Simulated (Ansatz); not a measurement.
**CeF3: a ladder of methods and basis sets**

How do method and basis change the picture of CeF3 (doublet)?

Computed with Ansatz 0.2.0, Gaussian basis. Level: as each input shows.

The runs, in order: PBE-D4/def2-TZVP, r2SCAN-D4/def2-TZVP, revPBE-D4/def2-TZVP, PBE-QIDH/def2-TZVP, ωB97X-V/def2-TZVP, PBE-D4/def2-SVP, PBE0-D4/def2-SVP, CCSD(T)/def2-TZVP, RPA/def2-TZVP.

2 further runs of the same task are left out: 2 set aside as unsound or not needed.

## Step 1: The relaxed structure

The doublet was relaxed beforehand with PBE-D4/def2-SVP.

4 atoms, charge 0, spin multiplicity 2.

Atoms are counted from 1 here; the program's logs count them from 0.

Bond lengths: Ce1–F2 2.061 Å, Ce1–F3 2.061 Å, Ce1–F4 2.061 Å. Angles: F2–Ce1–F3 108.5°, F2–Ce1–F4 108.5°, F3–Ce1–F4 108.5°.

As a file:

```xyz
4

Ce   -0.0097   -0.0031    0.5385
F     1.9347   -0.0208   -0.1450
F    -0.9437    1.6850   -0.1867
F    -0.9813   -1.6611   -0.2068
```

Ce takes a core potential in the def2 sets. No spin-orbit coupling is included.

PBE0-D4/def2-TZVP was run before; its log isn't repeated, and its numbers join the tables.

## Step 2: PBE-D4/def2-TZVP

start.molden holds the orbitals of an earlier run on this state, given as this run's starting guess.

Input file in.yaml:

```yaml
crystal:
  periodic: [false, false, false]
  atoms:
    - {symbol: Ce, position_ang: [-0.009700, -0.003125, 0.538464]}
    - {symbol: F, position_ang: [1.934702, -0.020839, -0.144979]}
    - {symbol: F, position_ang: [-0.943724, 1.685029, -0.186687]}
    - {symbol: F, position_ang: [-0.981268, -1.661064, -0.206798]}
basis:
  gaussian: {orbitals: def2-TZVP, initial_orbitals: start.molden}
magnetization: {spin_polarized: true, initial_magnetization: 1}
hamiltonian: {xc: pbe, dispersion: d4}
scf: {omitted_lower_state_checks: [starts]}
output: {orbitals: {seedname: orbitals}}
```

The run is started by

```sh
$ ansatz run in.yaml --threads 4 --pin off --events-out ev --progress --plain --max-ram 8704MiB
```

The runs that follow: r2SCAN-D4/def2-TZVP; revPBE-D4/def2-TZVP; PBE-QIDH/def2-TZVP; ωB97X-V/def2-TZVP; PBE-D4/def2-SVP; PBE0-D4/def2-SVP; CCSD(T)/def2-TZVP; RPA/def2-TZVP.

Before running them: what should the planned runs give, taken together? Wanted: gap in def2-TZVP, named functionals, smallest and largest; correlation energy, CCSD(T)/def2-TZVP; ⟨S²⟩ in def2-TZVP, named functionals, smallest and largest; PBE0 total energy, smallest basis above largest.

As calculated:

| quantity | value |
| --- | --- |
| gap in def2-TZVP, named functionals, smallest and largest | 0.57 eV (PBE-D4), 8.78 eV (ωB97X-V) |
| correlation energy, CCSD(T)/def2-TZVP | -44.55 eV |
| ⟨S²⟩ in def2-TZVP, named functionals, smallest and largest | 0.751, 0.753 |
| PBE0 total energy, smallest basis above largest | 10.36 eV (def2-SVP, def2-TZVP) |

**Reading.** Over the named functionals in def2-TZVP the gap runs from 0.57 eV (PBE-D4) to 8.78 eV (ωB97X-V); exact exchange widens it.
